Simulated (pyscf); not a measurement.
Single points on ωB97X-D3(BJ)/def2-SVP structures (PySCF, gas phase).

### Question
For `[Cl][Si][Cl]` [singlet] + `[H][H]` → `[Cl][SiH2][Cl]`, an insertion (singlet surface; H–H broken, H–Si, H–Si formed), PBE/def2-TZVP gives ΔE‡ = 32.3 kcal/mol and ΔE = -34.6 kcal/mol (zero: the separated reactants). In which direction and how far do r²SCAN/def2-TZVP, M06-2X/def2-TZVP, ωB97M-D3(BJ)/def2-TZVP move these?

### Answer
r²SCAN: ΔE‡ = 31.7 kcal/mol, ΔE = -40.6 kcal/mol; M06-2X: ΔE‡ = 40.5 kcal/mol, ΔE = -36.9 kcal/mol; ωB97M-D3(BJ): ΔE‡ = 39.5 kcal/mol, ΔE = -37.0 kcal/mol. PBE's barrier lies among them. Its reaction energy lies over all of them, by 2.3 to 6.1 kcal/mol. The same reactants have a lower exit, to HCl + :HSi–Cl [singlet] (barrier +32.2 kcal/mol at ωB97M-D3(BJ)/def2-TZVP, against +39.5 kcal/mol here). One saddle was located; it need not be the lowest between these sides.
